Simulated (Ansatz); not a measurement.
Compare A (`CC1C=COC1`) with its isomer B (`CC1=C(O)CC1`).

Computed with Ansatz on PBE0-D4/def2-TZVP structures; ΔE is electronic, products minus reactants. CCSD(T)/CBS adds triple-zeta CCSD(T) − MP2 to the extrapolated MP2 energy (def2 sets, frozen cores). Functionals use def2-TZVPP. B3LYP here is the variant with VWN-RPA as its local correlation; programs differ in this. Each species was taken in one conformer, which may not be the lowest.

A:

Z-matrix (Å, degrees):
```
C
C 1 1.525
H 1 1.094 2 111.2
H 1 1.093 2 111.0 3 120.1
H 1 1.093 2 110.5 3 -120.3
C 2 1.507 1 112.4 3 178.1
C 2 1.538 1 113.7 3 65.3
H 2 1.095 1 108.9 3 -57.4
C 6 1.327 2 108.5 1 -108.2
H 6 1.079 2 125.4 1 66.5
O 7 1.438 2 107.1 1 102.8
H 7 1.091 2 113.4 1 -16.2
H 7 1.094 2 111.5 1 -139.9
H 9 1.081 6 129.9 2 175.3
```

B:

```xyz
14

C     1.9712    0.2966   -0.1466
C     0.5043    0.1335   -0.0594
C    -0.3308   -0.8369    0.3244
O    -0.1198   -2.0828    0.7963
C    -1.5978   -0.0822    0.0587
C    -0.6421    1.0625   -0.3936
H     2.2895    0.5069   -1.1734
H     2.4859   -0.6059    0.1883
H     2.3175    1.1329    0.4704
H    -0.9674   -2.5004    0.9666
H    -2.2116    0.1519    0.9343
H    -2.2403   -0.4828   -0.7317
H    -0.7150    1.9700    0.2144
H    -0.7435    1.3367   -1.4486
```

(1) Which isomer does CCSD(T)/CBS put lower? Give the gap. (An estimate is asked.)

(2) Give E(B) − E(A) in kcal/mol with B2PLYP, B3LYP, CCSD(T)/def2-TZVPP, HF/def2-TZVPP, PBE0-D4, r2SCAN-D4, PBE-D4. (Best estimate.)

Largest T1 diagnostic: 0.012.

Results:

(1) Ansatz gave: A, by 10.7 kcal/mol.

(2) The calculation gave: B2PLYP 10.3, B3LYP 9.6, CCSD(T)/def2-TZVPP 11.1, HF/def2-TZVPP 12.0, PBE0-D4 8.4, r2SCAN-D4 10.2, PBE-D4 7.9. None reverses the order clearly.

In def2-TZVPP, CCSD(T) changes the Hartree–Fock value by −0.9 kcal/mol (the triples alone add +0.1 kcal/mol) and MP2 by −2.3 kcal/mol. The D4 term adds +0.8 kcal/mol with B3LYP and +0.4 kcal/mol with PBE0; it sums over pairs of atoms, weighted by their polarisabilities, and B3LYP, whose exchange is more repulsive, gets the larger term.
